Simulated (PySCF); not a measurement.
Static polarisabilities and like-pair C6 coefficients by linear response at CAM-B3LYP/def2-SVPD (PySCF, frozen core in the response, non-relativistic, gas phase), PBE0-D3(BJ)/def2-SVP geometries, one conformer each; atomic units unless stated. Spin–orbit coupling is left out although an atom past zinc is present.

```
label                        species     α     C6
    P     `NC(=O)[CH]([GeH3])[GeH3]`  97.8   3471
    Q       `O=CN[CH]([GeH3])[GeH3]`  98.9   3516
    R  `[C]1[C]2[Si][C]12` [singlet]  52.3  851.1
    S  `[C]1[C]2[C][Si]12` [singlet]  54.6    909
    T                     `CC(=O)Cl`  43.3    804
    U                      `[F][Na]`  11.8  47.43
```

Estimate the unlike-pair coefficients by the rule C6(AB) = 2·C6(AA)·C6(BB) / [C6(AA)·αB/αA + C6(BB)·αA/αB], and compare with the geometric mean, for PQ, PR, PT, RS, RT, RU, ST and TU.

```json
{"pair": "PQ", "combination rule": "3493", "geometric mean": "3493", "ratio": "1.000"}
{"pair": "PR", "combination rule": "1714", "geometric mean": "1719", "ratio": "0.997"}
{"pair": "PT", "combination rule": "1665", "geometric mean": "1670", "ratio": "0.996"}
{"pair": "RS", "combination rule": "879.5", "geometric mean": "879.6", "ratio": "1.000"}
{"pair": "RT", "combination rule": "816.7", "geometric mean": "827.2", "ratio": "0.987"}
{"pair": "RU", "combination rule": "200.7", "geometric mean": "200.9", "ratio": "0.999"}
{"pair": "ST", "combination rule": "842.5", "geometric mean": "854.9", "ratio": "0.986"}
{"pair": "TU", "combination rule": "194.1", "geometric mean": "195.3", "ratio": "0.994"}
```

The rule is exact for one-pole polarisabilities and never exceeds the geometric mean; the two meet where both partners have the same effective excitation energy. These unlike-pair values are estimates, not computed integrals.
